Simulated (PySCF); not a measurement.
# CHFO: magnetic properties, part 2 of 2

PySCF 2.14.0. Atoms count from 0. Earlier steps stand in the parts before.

## Step 6: Magnetic properties: GIAO KT3/aug-pcSseg-2

What the job is given:

```
{"job": {"kind": "mag", "xc": "KT3", "basis": "aug-pcSseg-2"}, "charge": 0, "multiplicity": 1}
O     -0.889090    -0.851269    -0.001593
C     -0.076792     0.000893    -0.004997
F      1.229776    -0.239490    -0.011396
H     -0.253187     1.094893    -0.004397
```

Method: GIAO KT3/aug-pcSseg-2 magnetisability, rotational g tensor and spin-rotation constants, non-relativistic, gas phase.

The log of the run:

```text
coarse grid: 3880 points
cycle   1  E = -216.4448680741  dE =  5.298e-01  |g| = 1.004e+00  |ddm| = 1.797e+00
cycle   2  E = -215.3888546221  dE =  1.056e+00  |g| = 2.438e+00  |ddm| = 2.144e+00
cycle   3  E = -216.5816551950  dE = -1.193e+00  |g| = 4.644e-01  |ddm| = 1.871e+00
cycle   4  E = -216.6155603651  dE = -3.391e-02  |g| = 1.833e-01  |ddm| = 2.977e-01
cycle   5  E = -216.6207322593  dE = -5.172e-03  |g| = 2.557e-02  |ddm| = 9.888e-02
cycle   6  E = -216.6208715798  dE = -1.393e-04  |g| = 8.129e-03  |ddm| = 3.434e-02
cycle   7  E = -216.6208863558  dE = -1.478e-05  |g| = 1.154e-03  |ddm| = 8.372e-03
cycle   8  E = -216.6208865821  dE = -2.263e-07  |g| = 3.050e-04  |ddm| = 1.559e-03
final grid: 39392 points
cycle   9  E = -216.6249434993  dE = -1.682e-04  |g| = 2.518e-02  |ddm| = 2.073e-01
cycle  10  E = -216.6243811084  dE =  5.624e-04  |g| = 6.197e-02  |ddm| = 3.612e-02
cycle  11  E = -216.6250287237  dE = -6.476e-04  |g| = 7.948e-03  |ddm| = 2.931e-02
cycle  12  E = -216.6250406274  dE = -1.190e-05  |g| = 1.060e-03  |ddm| = 4.783e-03
cycle  13  E = -216.6250408195  dE = -1.921e-07  |g| = 1.812e-04  |ddm| = 7.199e-04
cycle  14  E = -216.6250408257  dE = -6.244e-09  |g| = 6.113e-05  |ddm| = 2.020e-04
cycle  15  E = -216.6250408266  dE = -8.533e-10  |g| = 4.739e-06  |ddm| = 6.002e-05
converged SCF energy = -216.6250408266

Magnetisability tensor (1e-30 J/T^2)
     -268.13        2.32       -0.42
        2.32     -268.97        0.01
       -0.42        0.01     -361.29
isotropic -299.46   principal values    -361.30   -270.91   -266.19
isotropic susceptibility -18.034 1e-6 cm^3/mol

Inertial axes            a          b          c
rot. const./GHz     92.4375    11.8761    10.5240
chi total           -16.082    -16.263    -21.758
chi diamagnetic     -42.628   -118.239   -133.882
chi paramagnetic     26.546    101.976    112.125
quadrupole/D A       -4.177      2.678      1.499
g nuclear            0.7095     0.4905     0.5154
g electronic        -1.1528    -0.5690    -0.5544
g total             -0.4433    -0.0785    -0.0389

Spin-rotation constants (kHz, H = +C I.J)
atom  isotope        aa         bb         cc
  2    19F      199.453     29.678     16.152
  3     1H       -8.166      0.962     -0.798
  0    17O*     -56.605     -5.481     -1.313
  1    13C*      30.587      4.898      3.072
* in the singly substituted isotopologue
```

It took 13 s on 1 thread of Arm Neoverse N1, shared host; peak memory 0.46 GiB.

Key values:

| quantity | value |
| --- | --- |
| magnetisability | -299·10⁻³⁰ J/T² |
| molar susceptibility | -18.0·10⁻⁶ cm³/mol |
| rotational g (a, b, c) | -0.4433, -0.0785, -0.0389 |

## Step 7: Magnetic properties: GIAO B97-D/aug-pcSseg-2

What the job is given:

```
{"job": {"kind": "mag", "xc": "B97-D", "basis": "aug-pcSseg-2"}, "charge": 0, "multiplicity": 1}
O     -0.889090    -0.851269    -0.001593
C     -0.076792     0.000893    -0.004997
F      1.229776    -0.239490    -0.011396
H     -0.253187     1.094893    -0.004397
```

With the program's defaults for keys left out, this is: GIAO B97-D/aug-pcSseg-2 magnetisability, rotational g tensor and spin-rotation constants, non-relativistic, gas phase.

The log of the run:

```text
coarse grid: 3880 points
cycle   1  E = -213.5879719627  dE =  5.154e-01  |g| = 9.687e-01  |ddm| = 1.452e+00
cycle   2  E = -212.5128163736  dE =  1.075e+00  |g| = 2.451e+00  |ddm| = 1.949e+00
cycle   3  E = -213.7154258668  dE = -1.203e+00  |g| = 4.559e-01  |ddm| = 1.693e+00
cycle   4  E = -213.7470890955  dE = -3.166e-02  |g| = 1.780e-01  |ddm| = 2.859e-01
cycle   5  E = -213.7517264286  dE = -4.637e-03  |g| = 2.616e-02  |ddm| = 9.380e-02
cycle   6  E = -213.7518702268  dE = -1.438e-04  |g| = 8.239e-03  |ddm| = 3.061e-02
cycle   7  E = -213.7518850138  dE = -1.479e-05  |g| = 1.064e-03  |ddm| = 7.267e-03
cycle   8  E = -213.7518851989  dE = -1.851e-07  |g| = 3.055e-04  |ddm| = 1.283e-03
final grid: 39392 points
cycle   9  E = -213.7479390869  dE = -5.075e-05  |g| = 1.558e-02  |ddm| = 8.055e-02
cycle  10  E = -213.7478255812  dE =  1.135e-04  |g| = 3.152e-02  |ddm| = 1.916e-02
cycle  11  E = -213.7479716653  dE = -1.461e-04  |g| = 2.761e-03  |ddm| = 1.372e-02
cycle  12  E = -213.7479730857  dE = -1.420e-06  |g| = 4.526e-04  |ddm| = 1.410e-03
cycle  13  E = -213.7479731222  dE = -3.645e-08  |g| = 6.515e-05  |ddm| = 3.071e-04
cycle  14  E = -213.7479731229  dE = -7.369e-10  |g| = 2.556e-05  |ddm| = 7.746e-05
converged SCF energy = -213.7479731229

Magnetisability tensor (1e-30 J/T^2)
     -264.26        3.21       -0.45
        3.21     -266.96        0.01
       -0.45        0.01     -364.08
isotropic -298.43   principal values    -364.08   -269.10   -262.13
isotropic susceptibility -17.972 1e-6 cm^3/mol

Inertial axes            a          b          c
rot. const./GHz     92.4375    11.8761    10.5240
chi total           -15.830    -16.161    -21.925
chi diamagnetic     -42.772   -118.434   -134.154
chi paramagnetic     26.942    102.273    112.229
quadrupole/D A       -4.279      2.664      1.615
g nuclear            0.7095     0.4905     0.5154
g electronic        -1.1700    -0.5706    -0.5549
g total             -0.4605    -0.0801    -0.0394

Spin-rotation constants (kHz, H = +C I.J)
atom  isotope        aa         bb         cc
  2    19F      205.736     29.903     15.592
  3     1H       -8.300      0.965     -0.819
  0    17O*     -58.538     -5.650     -1.259
  1    13C*      31.675      5.026      3.133
* in the singly substituted isotopologue
```

Wall time 13 s (1 thread of Arm Neoverse N1, shared host); peak memory 0.46 GiB.

From this job:

| quantity | value |
| --- | --- |
| magnetisability | -298·10⁻³⁰ J/T² |
| molar susceptibility | -18.0·10⁻⁶ cm³/mol |
| rotational g (a, b, c) | -0.4605, -0.0801, -0.0394 |

## Step 8: Magnetic properties: GIAO HCTH407/aug-pcSseg-2

What the job is given:

```
{"job": {"kind": "mag", "xc": "HCTH407", "basis": "aug-pcSseg-2"}, "charge": 0, "multiplicity": 1}
O     -0.889090    -0.851269    -0.001593
C     -0.076792     0.000893    -0.004997
F      1.229776    -0.239490    -0.011396
H     -0.253187     1.094893    -0.004397
```

Method: GIAO HCTH407/aug-pcSseg-2 magnetisability, rotational g tensor and spin-rotation constants, non-relativistic, gas phase.

The log of the run:

```text
coarse grid: 3880 points
cycle   1  E = -213.6628657689  dE =  5.075e-01  |g| = 9.438e-01  |ddm| = 1.503e+00
cycle   2  E = -212.6226446325  dE =  1.040e+00  |g| = 2.412e+00  |ddm| = 1.934e+00
cycle   3  E = -213.7840048437  dE = -1.161e+00  |g| = 4.477e-01  |ddm| = 1.664e+00
cycle   4  E = -213.8151183644  dE = -3.111e-02  |g| = 1.678e-01  |ddm| = 2.753e-01
cycle   5  E = -213.8192909796  dE = -4.173e-03  |g| = 2.670e-02  |ddm| = 9.114e-02
cycle   6  E = -213.8194430310  dE = -1.521e-04  |g| = 8.293e-03  |ddm| = 3.079e-02
cycle   7  E = -213.8194582083  dE = -1.518e-05  |g| = 9.948e-04  |ddm| = 6.845e-03
cycle   8  E = -213.8194583624  dE = -1.541e-07  |g| = 2.568e-04  |ddm| = 1.249e-03
final grid: 39392 points
cycle   9  E = -213.8149404056  dE = -6.774e-05  |g| = 1.069e-02  |ddm| = 9.422e-02
cycle  10  E = -213.8148337245  dE =  1.067e-04  |g| = 2.702e-02  |ddm| = 1.586e-02
cycle  11  E = -213.8149553340  dE = -1.216e-04  |g| = 3.454e-03  |ddm| = 1.271e-02
cycle  12  E = -213.8149575177  dE = -2.184e-06  |g| = 5.881e-04  |ddm| = 1.674e-03
cycle  13  E = -213.8149575774  dE = -5.967e-08  |g| = 1.125e-04  |ddm| = 4.984e-04
cycle  14  E = -213.8149575802  dE = -2.800e-09  |g| = 2.556e-05  |ddm| = 1.285e-04
cycle  15  E = -213.8149575803  dE = -1.372e-10  |g| = 3.154e-06  |ddm| = 1.957e-05
converged SCF energy = -213.8149575803

Magnetisability tensor (1e-30 J/T^2)
     -263.47        2.65       -0.45
        2.65     -266.61        0.02
       -0.45        0.02     -363.70
isotropic -297.93   principal values    -363.71   -268.12   -261.96
isotropic susceptibility -17.942 1e-6 cm^3/mol

Inertial axes            a          b          c
rot. const./GHz     92.4375    11.8761    10.5240
chi total           -15.800    -16.122    -21.903
chi diamagnetic     -42.800   -118.447   -134.160
chi paramagnetic     27.000    102.325    112.258
quadrupole/D A       -4.257      2.659      1.598
g nuclear            0.7095     0.4905     0.5154
g electronic        -1.1725    -0.5709    -0.5550
g total             -0.4630    -0.0804    -0.0396

Spin-rotation constants (kHz, H = +C I.J)
atom  isotope        aa         bb         cc
  2    19F      207.024     30.142     15.852
  3     1H       -8.234      0.969     -0.809
  0    17O*     -58.426     -5.621     -1.288
  1    13C*      31.714      5.022      3.118
* in the singly substituted isotopologue
```

It took 13 s on 1 thread of Arm Neoverse N1, shared host; peak memory 0.46 GiB.

From this job:

| quantity | value |
| --- | --- |
| magnetisability | -298·10⁻³⁰ J/T² |
| molar susceptibility | -17.9·10⁻⁶ cm³/mol |
| rotational g (a, b, c) | -0.4630, -0.0804, -0.0396 |

## Step 9: Magnetic properties side by side

| level | ξ (10⁻³⁰ J/T²) | g(a) | g(b) | gap (eV) | functions | time |
| --- | --- | --- | --- | --- | --- | --- |
| GIAO OLYP/aug-pcSseg-2 | -299 | -0.4661 | -0.0809 | 5.69 | 179 | 15 s |
| GIAO KT1/aug-pcSseg-2 | -305 | -0.4508 | -0.0794 | 5.81 | 179 | 13 s |
| GIAO KT2/aug-pcSseg-2 | -301 | -0.4424 | -0.0783 | 5.86 | 179 | 13 s |
| GIAO KT3/aug-pcSseg-2 | -299 | -0.4433 | -0.0785 | 5.87 | 179 | 13 s |
| GIAO B97-D/aug-pcSseg-2 | -298 | -0.4605 | -0.0801 | 5.74 | 179 | 13 s |
| GIAO HCTH407/aug-pcSseg-2 | -298 | -0.4630 | -0.0804 | 5.71 | 179 | 13 s |

## Step 10: Outcome

The summary covers parts 1 to 2.

```
                                               quantity                      value
                                            point group                         Cs
                   rotational constants (main isotopes)    92.44, 11.88, 10.52 GHz
       magnetisability (step 3, GIAO OLYP/aug-pcSseg-2)            -299·10⁻³⁰ J/T²
  molar susceptibility (step 3, GIAO OLYP/aug-pcSseg-2)         -18.0·10⁻⁶ cm³/mol
rotational g (a, b, c) (step 3, GIAO OLYP/aug-pcSseg-2)  -0.4661, -0.0809, -0.0401
                  surface potential, 1st and 99th percentile         -1.06 V and 1.75 V
                        magnetisability over the levels    -305 to -298·10⁻³⁰ J/T²
```

What this shows: Relaxing lowered the energy by 0.007 eV in 5 steps; the close pair that moved most is C1–F2, from 1.341 to 1.329 Å. At OLYP/aug-pcSseg-2, counted by nearest atom on the grid, the HOMO lies on O0 75 %; F2 10 %, the LUMO on C1 44 %; O0 30 %. The magnetisability spreads by 2.4 % over 6 levels of like cost. Vibrational averaging and real surroundings are missing from these values.
